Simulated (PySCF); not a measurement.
Method: B3LYP-D3(BJ)/def2-TZVP run with PySCF. Isolated molecules, 0 K electronic values unless said otherwise. B3LYP has the VWN-RPA correlation part, as in Gaussian. 

Reference species (SMILES): `[SiH3]` (neutral, multiplicity 2).

```yaml
dipole_moment: 0.08 D
```

Changed species: `F[SiH]F` (radical fragment; the reference has radical fragment).

Q: Predict the effect on the dipole moment.

A: the dipole moment rises by 1.36 D, to 1.44 D.
